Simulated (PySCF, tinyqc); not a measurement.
Worked calculation: harmonic frequencies on the RHF/sto-6g surface (energies and gradients from PySCF), for CH2, spin multiplicity 1. The lowest restricted solution is unstable here: a spin-polarised one lies 0.0267 hartree lower (PySCF). Computed by tinyqc, a small Python program that keeps every step (integrals from PySCF). Settings: charge = 0, multiplicity = 1, basis = sto-6g, delta = 0.005. Command: `OMP_NUM_THREADS=1 python tinyqc.py 28434 28435 out.jsonl` (the two numbers bound the seeds that draw the settings). One thread of a shared host (Intel(R) Xeon(R) Processor @ 2.60GHz), about 3 s of CPU time with the checks.

## One row of the Hessian: 1Cy

optimised positions (bohr):
```
            x          y          z
1C  -0.009562  -0.025825  -0.262623
2H   0.001866   1.577240   1.110446
3H  -0.081121  -1.676136   1.051352
```

gradient at +delta (hartree/bohr):
```
              x            y            z
1C   0.00006564   0.00255271   0.00002244
2H  -0.00000903  -0.00124604  -0.00106504
3H  -0.00005661  -0.00130667   0.00104260
```

gradient at -delta (hartree/bohr):
```
              x            y            z
1C  -0.00006656  -0.00256789   0.00000140
2H   0.00000912   0.00125241   0.00105916
3H   0.00005743   0.00131548  -0.00106056
```

Displace 1Cy by +/-0.005 bohr; H(k, :) = (g(+) - g(-)) / (2 delta).

row of the Hessian (hartree/bohr^2): 1Cx 0.01321959, 1Cy 0.51205960, 1Cz 0.00210408, 2Hx -0.00181564, 2Hy -0.24984444, 2Hz -0.21241970, 3Hx -0.01140396, 3Hy -0.26221517, 3Hz 0.21031563

## Hessian by finite differences

All rows are made in the same way, and the matrix is symmetrised.

Hessian (symmetrised) (hartree/bohr^2), lower triangle:
```
             1Cx          1Cy          1Cz          2Hx          2Hy         2Hz          3Hx          3Hy
1Cx   0.00054036
1Cy   0.01321935   0.51205960
1Cz  -0.00889758   0.00210458   0.40833780
2Hx  -0.00007165  -0.00181561   0.00096609   0.00008581
2Hy  -0.00338384  -0.24984465  -0.14088609   0.00339945   0.28142096
2Hz  -0.00088704  -0.21241895  -0.21054536   0.00030497   0.17748525  0.19581731
3Hx  -0.00046846  -0.01140375   0.00793151  -0.00001429  -0.00001560  0.00058206   0.00048261
3Hy  -0.00983552  -0.26221539   0.13878150  -0.00158384  -0.03157609  0.03493356   0.01141935   0.29379168
3Hz   0.00978462   0.21031441  -0.19779303  -0.00127106  -0.03659928  0.01472835  -0.00851357  -0.17371498

            3Hz
3Hz  0.18306495
```

## Normal modes

masses (u): 1C 12.000000, 2H 1.007825, 3H 2.014102

Diagonalise H_ij / sqrt(m_i m_j); the 6 smallest eigenvalues belong to translations and rotations; wavenumber = sqrt(eigenvalue / 1822.888) x 219474.63; each mode has its largest component positive (the first on a tie); zero-point energy = sum of wavenumbers / 2, with 349.755 1/cm per kcal/mol. A mass of 2.014 u marks deuterium.

eigenvalues of the mass-weighted Hessian (hartree/(bohr^2 u)): -0.000002  0.000000  0.000000  0.000000  0.000000  0.000005  0.093742  0.241285  0.452332

harmonic wavenumbers of the vibrations (1/cm): 1573.9  2525.0  3457.3

mass-weighted modes:
```
        mode 1     mode 2     mode 3
1Cx   0.007283  -0.012319  -0.002661
1Cy   0.000167  -0.276981  -0.231114
1Cz  -0.332009   0.234626  -0.151722
2Hx  -0.025870  -0.001840   0.006166
2Hy  -0.514876  -0.093330   0.746820
2Hz   0.571568  -0.026365   0.601225
3Hx   0.000522   0.031371   0.002133
3Hy   0.363803   0.742103   0.035843
3Hz   0.406089  -0.554049  -0.054957
```

zero-point energy = 10.802115 kcal/mol
